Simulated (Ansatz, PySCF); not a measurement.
System: ethyl chloride, C2H5Cl (charge 0, singlet). SMILES: CCCl
Geometry: optimised at B3LYP-D3(BJ)/def2-TZVP (Ansatz, a quantum-chemistry and plane-wave program).

Harmonic wavenumbers (cm⁻¹) at B3LYP/6-31G* (Ansatz, at its own minimum) and at B3LYP-D3(BJ)/def2-TZVP (PySCF, at the structure above). 6-31G* holds six Cartesian d functions. Modes are numbered in rising order, 18 in all, and paired by that order; shown are modes over 250 cm⁻¹ that lie over 6 % from every other mode at both levels, one of each degenerate set, at most eight drawn at random. The second level is harmonic too, so this factor is not the one that brings values to measured fundamentals.

```
mode  B3LYP/6-31G* (x)  B3LYP-D3(BJ)/def2-TZVP (y)
----  ----------------  --------------------------
1                  265                         261
3                  656                         655
4                  797                         793
5                  989                         982
```

Task: Fit one scale factor, y = λ·x, by least squares, and use it for mode 2, which lies at 330 cm⁻¹ at B3LYP/6-31G*.

Result: λ = Σxy/Σx² = 2102064/2113891 = 0.9944; the rows scatter about it by 2 cm⁻¹ (root mean square). Prediction for mode 2: 328 cm⁻¹. The wavenumber at B3LYP-D3(BJ)/def2-TZVP is 332 cm⁻¹, so the fit misses by -4 cm⁻¹, against -2 cm⁻¹ without it. The fit is meant for this molecule alone.
